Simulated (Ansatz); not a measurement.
# CH4Si (SMILES C=[SiH2]) at 6 levels

We compute a comparison of 6 runs (B3LYP/STO-3G, PBE0/STO-3G, UPBE/STO-3G, r2SCAN/STO-3G, MP2/STO-3G, CCSD(T)/STO-3G) of CH4Si. 

The calculation is run with Ansatz 0.2.0.

43 further runs of the same task are left out: 43 set aside as unsound or not needed.

### 1 The system as given

The species is CH4Si (6 atoms), meant as a singlet with charge 0. As SMILES, `C=[SiH2]`. The H6–Si2 distance was set to 2.187 Å, away from the relaxed value. At this shape a bond of the SMILES string is far longer than usual.

Bond lengths: C1–Si2 1.748 Å, C1–H3 1.077 Å, C1–H4 1.077 Å, Si2–H5 1.458 Å. Angles: C1–Si2–H5 124.5°, Si2–C1–H3 122.4°, Si2–C1–H4 122.5°, H3–C1–H4 115.0°. A long bond or contact: Si2–H6 2.187 Å.

### 2 A single-point energy at B3LYP/STO-3G (run 1)

The input, input.yaml:

```yaml
basis:
  gaussian: {orbitals: STO-3G}
crystal:
  periodic: [false, false, false]
  atoms:
    - {symbol: C, position_ang: [-1.205966, -0.863364, 0.196656]}
    - {symbol: Si, position_ang: [0.143994, 0.135556, 0.680016]}
    - {symbol: H, position_ang: [-1.875786, -1.312814, 0.909886]}
    - {symbol: H, position_ang: [-1.430196, -1.074364, -0.834984]}
    - {symbol: H, position_ang: [0.485704, 0.449766, 2.062506]}
    - {symbol: H, position_ang: [1.545870, 1.084200, -0.705300]}
hamiltonian: {xc: {name: B3LYP}}
accuracy: high
```

The run is started by

```sh
ansatz run input.yaml --threads 1 --pin off --max-ram 2610MiB --events-out events.jsonl --progress --plain --runs-dir runs
```

The program printed:

```text
Warning: RAYON_NUM_THREADS=1 ignored (pool sized by the plan → 1); use --threads N
Functional definition: B3LYP
  name "B3LYP"
  parameter a0 = 0.2
  parameter ax = 0.72
  parameter ac = 0.81
  exchange = (1 - a0 - ax)*slater_x + ax*b88_x + a0*exact_x
  correlation = (1 - ac)*vwn_rpa_c + ac*lyp_c
310 factors; integrals over basis functions are off by at most 6.0e-9 eV
mean field evaluation 1: about -8866.4932 eV, gradient 3.0e1 eV
mean field evaluation 2: about -8853.9088 eV, gradient 6.1e1 eV
mean field evaluation 4: about -8870.2221 eV, gradient 2.3e0 eV
mean field evaluation 8: about -8870.1763 eV, gradient 7.1e-2 eV
mean field evaluation 16: about -8870.1763 eV, gradient 1.3e-6 eV
mean field -8870.17634773 eV, -325.9729683576 hartree, gradient 1.8e-8 eV, S^2 0.000000; 0 other end points of the search recorded, 0 dependent functions left out
reference -8870.17637674 eV, -325.9729694238 hartree; 12, 12 occupied and 6, 6 virtual orbitals, 310 factors
Total energy: -8870.17637674 eV, -325.9729694238 hartree
```

It took 1.1 s on 1 thread of Arm Neoverse V1, shared host; peak memory 0.093 GiB.

### 3 The energy at PBE0/STO-3G (run 2)

The input, input.yaml:

```yaml
crystal:
  periodic: [false, false, false]
  atoms:
    - symbol: C
      position_ang: [-1.205966, -0.863364, 0.196656]
    - symbol: Si
      position_ang: [0.143994, 0.135556, 0.680016]
    - symbol: H
      position_ang: [-1.875786, -1.312814, 0.909886]
    - symbol: H
      position_ang: [-1.430196, -1.074364, -0.834984]
    - symbol: H
      position_ang: [0.485704, 0.449766, 2.062506]
    - symbol: H
      position_ang: [1.545870, 1.084200, -0.705300]
basis:
  gaussian:
    orbitals: STO-3G
hamiltonian:
  xc: {name: PBE0}
accuracy: high
```

The run is started by

```sh
ansatz run input.yaml --threads 1 --pin off --max-ram 2610MiB --events-out events.jsonl --progress --plain --runs-dir runs
```

The program printed:

```text
Warning: RAYON_NUM_THREADS=1 ignored (pool sized by the plan → 1); use --threads N
Functional definition: PBE0
  name "PBE0"
  parameter a = 0.25
  parameter kappa = 0.804
  parameter beta = 0.06672455060314922
  exchange = (1 - a)*pbe_x(kappa = kappa, mu = beta*pi^2/3) + a*exact_x
  correlation = pbe_c(beta = beta)
310 factors; integrals over basis functions are off by at most 6.0e-9 eV
mean field evaluation 1: about -8862.0744 eV, gradient 2.8e1 eV
mean field evaluation 2: about -8852.2813 eV, gradient 5.6e1 eV
mean field evaluation 4: about -8865.3008 eV, gradient 1.6e0 eV
mean field evaluation 8: about -8865.2426 eV, gradient 7.0e-2 eV
mean field evaluation 16: about -8865.2426 eV, gradient 2.3e-7 eV
mean field -8865.24261011 eV, -325.7916568442 hartree, gradient 1.9e-8 eV, S^2 0.000000; 0 other end points of the search recorded, 0 dependent functions left out
reference -8865.24261164 eV, -325.7916569006 hartree; 12, 12 occupied and 6, 6 virtual orbitals, 310 factors
Total energy: -8865.24261164 eV, -325.7916569006 hartree
```

It took 1.1 s on 1 thread of Arm Neoverse V1, shared host; peak memory 0.093 GiB.

Runs 3 to 5 aren't shown in full; the table further down has their settings and results.

### 4 A single-point energy at CCSD(T)/STO-3G (run 6)

The input, in.yaml:

```yaml
crystal:
  periodic: [false, false, false]
  atoms:
    - {symbol: C, position_ang: [-1.205966, -0.863364, 0.196656]}
    - {symbol: Si, position_ang: [0.143994, 0.135556, 0.680016]}
    - {symbol: H, position_ang: [-1.875786, -1.312814, 0.909886]}
    - {symbol: H, position_ang: [-1.430196, -1.074364, -0.834984]}
    - {symbol: H, position_ang: [0.485704, 0.449766, 2.062506]}
    - {symbol: H, position_ang: [1.545870, 1.084200, -0.705300]}
basis:
  gaussian:
    orbitals: STO-3G
scf:
  omitted_lower_state_checks: [cluster_reference, increment]
accuracy: high
correlation:
  method: ccsd_t
  frozen_orbitals: {C: 1, H: 0, Si: 5}
```

The run is started by

```sh
ansatz run in.yaml --threads 1 --pin off --max-ram 2610MiB --events-out events.jsonl --progress --plain --runs-dir runs
```

The program printed, cut to the lines that bear on the results:

```text
Warning: RAYON_NUM_THREADS=1 ignored (pool sized by the plan → 1); use --threads N
Functional definition: HF
  name "HF"
[...]
310 factors; integrals over basis functions are off by at most 6.0e-9 eV
[...]
mean field -8845.60499613 eV, -325.0699878415 hartree, gradient 6.6e-8 eV, S^2 0.000000; 1 other end points of the search recorded, 0 dependent functions left out; unrestricted orbitals would lower it
6 core orbitals not correlated: weight in the atoms' cores, before any rotation towards them, 1.000 or more for the frozen orbitals, at most 0.000 for the correlated occupied ones
reference -8845.60499613 eV, -325.0699878415 hartree; 6, 6 occupied and 6, 6 virtual orbitals, 310 factors
second order -3.93428182 eV of doubles, -0.00000000 eV of singles
cycle   1  -4.74360251 eV  change   -8.1e-1 eV  update   1.2e-1
[...]
cycle  26  -5.50247241 eV  change   2.3e-10 eV  update  8.8e-11
perturbative correction -0.09125233 eV, -0.0033534613 hartree
Total energy: -8851.19872087 eV, -325.2755534342 hartree
Checks for a lower state left out: cluster_reference, increment
```

Run time: 0.16 s. Hardware: 1 thread of Arm Neoverse V1, shared host.

### 5 All runs side by side

```
run           level  frozen core orbitals  energy (Eh)  wall time
  1    B3LYP/STO-3G                     –  -325.972969      1.1 s
  2     PBE0/STO-3G                     –  -325.791657      1.1 s
  3     UPBE/STO-3G                     –  -325.755155      1.8 s
  4   r2SCAN/STO-3G                     –  -325.920023      2.5 s
  5      MP2/STO-3G                     6  -325.214570     0.14 s
  6  CCSD(T)/STO-3G                     6  -325.275553     0.16 s
```

### 6 Results

| quantity | value |
| --- | --- |
| run 6: total energy | -325.27555 Eh |
| run 6: correlation energy (6 core orbitals frozen) | -205.6 mEh |
| run 6: (T) correction | -3.35 mEh |
| run 6: T1 diagnostic | 0.020 |

Totals of different functionals can't be ranked against each other. In runs 5, 6 the log says that unrestricted orbitals would lower the reference, so the values rest on an unstable closed-shell determinant (other closed-shell runs at this shape may share the fault). In runs 1, 2, 3, 4, 5, 6 the basis is minimal, so the values are rough. All runs together took 6.9 s, the longest 2.5 s.
